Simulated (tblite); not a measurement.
Compound: PH2 (doublet state).
SMILES: `[PH2]`

Level: GFN2-xTB in tblite, geometry and Hessian alike; calculated harmonic values, unscaled, isolated species. This tight-binding method is rough: wavenumbers can miss measured ones by several per cent, in bad cases by 10 to 20. Modes of hydrogen on phosphorus can be 10 to 20 % off. Open shells enter through the occupations alone, without spin polarisation, and single modes of such species can be off by tens of per cent.

Harmonic wavenumbers (cm⁻¹): 1154.7, 2282.8, 2361.6.

A = 282502, B = 252615, C = 133362 MHz; mass 32.989 u (most abundant isotopes); point group C2v, symmetry number 2; spin multiplicity 2.

Question: What is the zero-point energy?

Answer: ½Σν̃ = 2900 cm⁻¹ = 8.29 kcal/mol.

Question: Give the ideal-gas entropy at 200 K and 1 bar in the rigid-rotor, harmonic-oscillator model (classical rotation).

Answer: Translation 34.45, rotation 11.62, vibration 0.00, spin (R ln 2) 1.38: S = 47.5 cal/(mol K).

Question: And Cp and H(200 K) − H(0)?

Answer: Cp = 7.98 cal/(mol K), of which vibrations give 0.03 (their classical limit is 3 R = 6.0); H(200 K) − H(0) = 1.59 kcal/mol without the zero-point energy, 0.00 from vibrations.

Question: What must be added to the electronic energy to get the Gibbs energy at 200 K and 1 bar?

Answer: ZPE + [H(200 K) − H(0)] − T·S = 8.29 + 1.59 − 9.49 = 0.39 kcal/mol.

Question: How do the functions run with temperature in this model?

Answer: 
| T (K) | S (cal/(mol K)) | Cp (cal/(mol K)) | H − H(0) (kcal/mol) | G − H(0) (kcal/mol) | ln q(vib) |
| --- | --- | --- | --- | --- | --- |
| 298.15 | 50.7 | 8.2 | 2.38 | -12.73 | 0.00 |
| 373.15 | 52.5 | 8.5 | 3.01 | -16.60 | 0.01 |
| 500 | 55.1 | 9.0 | 4.11 | -23.43 | 0.04 |
| 750 | 59.0 | 10.2 | 6.52 | -37.71 | 0.14 |
| 1000 | 62.1 | 11.2 | 9.21 | -52.86 | 0.28 |

q(vib) and H(0) count from the zero-point level.

Hardware: one thread, x86-64 server, on a shared host. The figure is for the frequency step alone.
